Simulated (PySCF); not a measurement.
A structure optimised at r2SCAN-D4/def2-TZVP, used in a PySCF frequency run:

```xyz
5

Cl    -1.4785     0.0000     0.2157
C      0.0000     0.0000    -0.7651
Cl     1.4785     0.0000     0.2157
H      0.0000    -0.9000    -1.3719
H      0.0000     0.9000    -1.3719
```
Charge 0, spin multiplicity 1.

Write its SMILES, formula and point group.

ClCCl, CH2Cl2, C2v

What are its rotational constants (standard atomic weights)?

32.341, 3.2270, 2.9910 GHz
